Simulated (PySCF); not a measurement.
**P2⁻: basis, grid and Hamiltonian**

The method stays; parts of the set-up, such as the basis or the Hamiltonian, are changed.

Method: each script names its method and basis; program: PySCF 2.14.0.

## Step 1: The system as given

P2⁻: 2 atoms, charge -1, spin multiplicity 2.

Bond lengths: P1–P2 2.107 Å.

## Step 2: The run that the others are compared with

File input.py:

```python
from pyscf import gto, dft

mol = gto.M(
    atom='P 0 0 0; P 0 0 2.107',
    basis='jorge-dzp',
    charge=-1,
    spin=1,
    verbose=4,
)
mf = dft.UKS(mol, xc='wb97')
mf.kernel()
mf.dip_moment()
print('orbital energies (hartree):', [e[max(0, n-3):n+3].round(4) for e, n in zip(mf.mo_energy, mol.nelec)])
```

Run with:

```console
OMP_NUM_THREADS=1 python input.py
```

Its log is not repeated here.

It gives: E(SCF) = -682.662187 Eh, 9 cycles, ⟨S²⟩ = 0.758.

The bond length is a typed value, not an optimised one. The dipole of an ion depends on the origin.

## Step 3: Lanl2dz (core potential on)

Run 1 changes basis set: jorge-dzp → lanl2dz; core potential: off → on. The core potential changes with it, and so the count of electrons: totals don't compare.

File input.py:

```python
from pyscf import gto, dft

mol = gto.M(
    atom='P 0 0 0; P 0 0 2.107',
    basis='lanl2dz',
    ecp={'P': 'lanl2dz'},
    charge=-1,
    spin=1,
    verbose=4,
)
mf = dft.UKS(mol, xc='wb97')
mf.kernel()
mf.dip_moment()
print('orbital energies (hartree):', [e[max(0, n-3):n+3].round(4) for e, n in zip(mf.mo_energy, mol.nelec)])
```

Run with:

```console
OMP_NUM_THREADS=1 python input.py
```

## Step 4: Spin-free X2C on

Run 2 changes spin-free X2C: off → on.

input.py, as its differences from that of step 2:

```diff
@@ -10,2 +10,3 @@
 mf = dft.UKS(mol, xc='wb97')
+mf = mf.sfx2c1e()
 mf.kernel()
```

## Step 5: Integration grid 1

Run 3 changes integration grid: default → 1.

input.py, as its differences from that of step 2:

```diff
@@ -10,2 +10,3 @@
 mf = dft.UKS(mol, xc='wb97')
+mf.grids.level = 1
 mf.kernel()
```

## Step 6: Integration grid 5

Run 4 changes integration grid: default → 5.

input.py, as its differences from that of step 2:

```diff
@@ -10,2 +10,3 @@
 mf = dft.UKS(mol, xc='wb97')
+mf.grids.level = 5
 mf.kernel()
```

**Question.** What will these runs give? Wanted: for each run, E(SCF); from base; gap, α spin.

**Answer**, as computed:

| run | E(SCF) (hartree) | from base (eV) | cycles | gap, α spin (eV) | functions |
| --- | --- | --- | --- | --- | --- |
| base | -682.662187 | 0 | 9 | 6.35 | 48 |
| lanl2dz (core potential on) | -12.954519 | not comparable | 7 | 6.17 | 16 |
| spin-free X2C on | -684.215913 | -42.2791 | 9 | 6.35 | 48 |
| integration grid 1 | -682.661959 | +0.0062 | 9 | 6.35 | 48 |
| integration grid 5 | -682.662180 | +0.0002 | 9 | 6.35 | 48 |

The largest comparable shift of the SCF energy, -42.279 eV, comes with the run “spin-free X2C on”. Scalar relativity lowers the total energy by 42.28 eV, nearly all of it in the inner shells.
